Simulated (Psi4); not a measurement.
Reaction (SMILES): N (NH3) → [NH2-] + H+
B3LYP-D3(BJ)/def2-TZVP geometries, fixed; electronic energies without zero-point terms.

Basis-set convergence of the deprotonation energy at PBE with Psi4. Cartesian d functions, on some or all atoms, in 6-31G*; all else is spherical. Density fitting with the program's default auxiliary sets. Psi4's default fitting sets serve the pcseg sets less well. No added dispersion term, no relativity. Functions are those of the species that has most. Reference: the value in aug-cc-pVQZ, 407.61 kcal/mol, itself unsure by roughly 3.36 kcal/mol (its distance from def2-QZVPPD). Deviations are taken from unrounded values.

| basis | functions | deprotonation energy (kcal/mol) | minus reference (kcal/mol) |
|---|---|---|---|
| STO-3G | 8 | 550.37 | 142.76 |
| pcseg-0 | 15 | 445.67 | 38.06 |
| def2-SV(P) | 20 | 440.87 | 33.26 |
| 6-31G* | 21 | 443.20 | 35.59 |
| cc-pVDZ | 29 | 445.95 | 38.34 |
| 6-311++G(3df,3pd) | 93 | 409.61 | 2.00 |
| cc-pVQZ | 145 | 423.56 | 15.95 |
| def2-QZVPPD | 162 | 410.97 | 3.36 |
| pcseg-4 | 284 | 408.65 | 1.04 |
